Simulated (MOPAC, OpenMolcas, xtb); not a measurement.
How methods differ on AlH5O (SMILES [H][Al]([H])([H])<-[OH2])

The species is AlH5O (7 atoms), meant as a singlet with charge 0. As SMILES, `[H][Al]([H])([H])<-[OH2]`. Geometry: a GFN2-xTB relaxation, a rough one for these elements and not checked as a minimum.

```jsonl
{"atom": "Al", "x (Å)": "0.0382", "y (Å)": "-0.0633", "z (Å)": "-0.8780"}
{"atom": "O", "x (Å)": "-0.0249", "y (Å)": "0.0381", "z (Å)": "1.0091"}
{"atom": "H", "x (Å)": "-0.7347", "y (Å)": "-0.3195", "z (Å)": "1.5558"}
{"atom": "H", "x (Å)": "0.5880", "y (Å)": "0.5682", "z (Å)": "1.5313"}
{"atom": "H", "x (Å)": "1.6072", "y (Å)": "-0.0401", "z (Å)": "-0.9784"}
{"atom": "H", "x (Å)": "-0.7357", "y (Å)": "1.2458", "z (Å)": "-1.2695"}
{"atom": "H", "x (Å)": "-0.7379", "y (Å)": "-1.4292", "z (Å)": "-0.9703"}
```

Each level gives the dipole moment (D). The values are calculated.

```json
{"level": "AM1", "kind": "semi-empirical", "program": "MOPAC", "value (D)": "5.13"}
{"level": "MNDO", "kind": "semi-empirical", "program": "MOPAC", "value (D)": "5.58"}
{"level": "PM3", "kind": "semi-empirical", "program": "MOPAC", "value (D)": "4.80"}
{"level": "GFN1-xTB", "kind": "semi-empirical", "program": "xtb", "value (D)": "6.61"}
{"level": "HF/STO-3G", "kind": "Hartree–Fock", "program": "OpenMolcas", "value (D)": "4.97"}
{"level": "HF/3-21G", "kind": "Hartree–Fock", "program": "OpenMolcas", "value (D)": "5.72"}
{"level": "HF/ANO-XS-VDZ (DKH2, RICD fitting)", "kind": "Hartree–Fock", "program": "OpenMolcas", "value (D)": "5.63"}
{"level": "HF/def2-SVP", "kind": "Hartree–Fock", "program": "OpenMolcas", "value (D)": "5.48"}
{"level": "HF/def2-SVPD", "kind": "Hartree–Fock", "program": "OpenMolcas", "value (D)": "5.32"}
{"level": "HF/cc-pVTZ-DK (DKH3)", "kind": "Hartree–Fock", "program": "OpenMolcas", "value (D)": "5.34"}
```

The values span 4.80 to 6.61 D. Sets without polarisation functions give poor dipoles. Without the sets that lack polarisation functions the rows with a basis span only 5.32 to 5.48 D.
